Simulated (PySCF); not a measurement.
A species of formula C3H3F has this rotational fingerprint, computed with PBE0/def2-SVPD in PySCF (dipole) on a GFN2-xTB geometry, gas phase:

- Rotational constants: A = 34988, B = 4713, C = 4269 MHz
- Dipole components: |μa| = 1.07 D, |μb| = 1.38 D, |μc| = 0.00 D
- Inertial defect: -3.27 u·Å²
- κ: -0.97

Task: Which candidate fits, each taken in the one conformer that was computed?
A. `FC1=CC1`
B. `C#CCF`

Result: B. It is C#CCF, a near-prolate asymmetric top, point group Cs. The candidates at the same level (rigid rotor, commonest isotopes):

```csv
SMILES,A (MHz),B (MHz),C (MHz),μa (D),μb (D),μc (D),Δ (u·Å²),point group,rotor
FC1=CC1,23453,6873,5507,1.15,0.38,0.00,-3.32,Cs,asymmetric top
C#CCF,34988,4713,4269,1.07,1.38,0.00,-3.27,Cs,near-prolate asymmetric top
```

`FC1=CC1` has B 46 % too high. In the right answer the mirror of this Cs structure is the ab plane, so μc vanishes by symmetry. No structure here is proved a minimum.
